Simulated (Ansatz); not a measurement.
**LiC− (singlet): the correlation ladder, 6-31++G****

The task here is to estimate one member of a computed series from the others.

The runs use Ansatz 0.2.0, Gaussian basis; 6-31++G**, core rule «outside noble gas», up to 2 orbitals frozen.

Plan: UHF; CCSD(T) on RHF; CCSD(T) on UHF; BCCD(T) on RHF; CISD; CCSDT(Q) on RHF; CCSDT(Q) on UHF; Full CI.

24 further runs of the same task are left out: 10 for a known fault of the program, 2 that didn't finish, 12 set aside as unsound or not needed.

**What is computed**

The geometry is a PBE0/def2-TZVPD stationary point (not a proven minimum) of the parent state, kept for this charge and spin.

2 atoms, charge -1, spin multiplicity 1.

Atoms are counted from 1 here; the program's logs count them from 0.

Bond lengths: C1–Li2 2.011 Å.

Coordinates:

| atom | x (Å) | y (Å) | z (Å) |
| --- | --- | --- | --- |
| C1 | 0.00000 | 0.00000 | 0.00000 |
| Li2 | 0.00000 | 0.00000 | 2.01120 |

The first run:

File in.yaml:

```yaml
crystal:
  periodic: [false, false, false]
  atoms:
    - {symbol: C, position_ang: [0.000000, 0.000000, 0.000000]}
    - {symbol: Li, position_ang: [0.000000, 0.000000, 2.011200]}
basis:
  gaussian: {orbitals: "6-31++G**"}
total_charge: -1
magnetization: {spin_polarized: true, initial_magnetization: 0}
hamiltonian: {xc: hf}
output: {orbitals: {seedname: orbitals}}
```

On the command line:

```sh
$ ansatz run in.yaml --threads 1 --pin off --events-out ev --progress --plain --max-ram 2393MiB
```

Among the steps run: UHF; CCSD(T) on RHF; CCSD(T) on UHF; BCCD(T) on RHF; CISD; CCSDT(Q) on RHF; CCSDT(Q) on UHF; Full CI.

One of the session's tables, all rows but one given; the rest of the session is left out.

```
   method  from FCI (kJ/mol)
      RHF             +512.3
     RMP2             +147.9
     CISD             +111.7
    RCCSD              +61.5
 RCCSD(T)              +14.9
  BCCD(T)                  ?
   RCCSDT              +13.3
RCCSDT(Q)               +4.2
      FCI                  0
```

Estimate the missing values for BCCD(T).

The run gave: from FCI (kJ/mol): +20.3. In the column «from FCI (kJ/mol)» it lies between RCCSD(T) (+14.9) and RCCSD (+61.5).

Left out of the table: UHF, UMP2, UCCSD, UCCSD(T), UCCSDT, UCCSDT(Q) (another determinant or state than the rows shown).
